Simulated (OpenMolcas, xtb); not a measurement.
# How methods differ on CH3AlO (SMILES [CH2]1[O][AlH]1)

The species is CH3AlO (6 atoms), meant as a singlet with charge 0. As SMILES, `[CH2]1[O][AlH]1`. The shape comes from GFN2-xTB, which is rough for such elements, and wasn't checked as a minimum.

Each level gives the dipole moment (D). The values are calculated.

| level | kind | program | value (D) | CPU time |
| --- | --- | --- | --- | --- |
| GFN2-xTB | semi-empirical | xtb | 2.48 | under 2 s |
| GFN0-xTB | semi-empirical | xtb | 3.66 | under 2 s |
| GFN1-xTB | semi-empirical | xtb | 3.71 | under 2 s |
| HF/ANO-RCC-MB (DKH2) | Hartree–Fock | OpenMolcas | 2.72 | 2.4 s |
| HF/STO-3G | Hartree–Fock | OpenMolcas | 3.31 | 1.7 s |
| HF/3-21G | Hartree–Fock | OpenMolcas | 3.18 | 1.8 s |
| HF/def2-SVP | Hartree–Fock | OpenMolcas | 3.00 | 3 s |
| r2SCAN/6-311+G** | meta-GGA | OpenMolcas | 2.49 | 37 s |
| B3LYP/6-31G* (spherical functions) | global hybrid | OpenMolcas | 2.21 | 12 s |
| B3LYP/6-31G* (Cartesian functions) | global hybrid | OpenMolcas | 2.21 | 15 s |

The values span 2.21 to 3.71 D. Sets without polarisation functions give poor dipoles. Times are those of the runs behind each value, whatever else they computed, on shared processors of several kinds: orders of magnitude only.
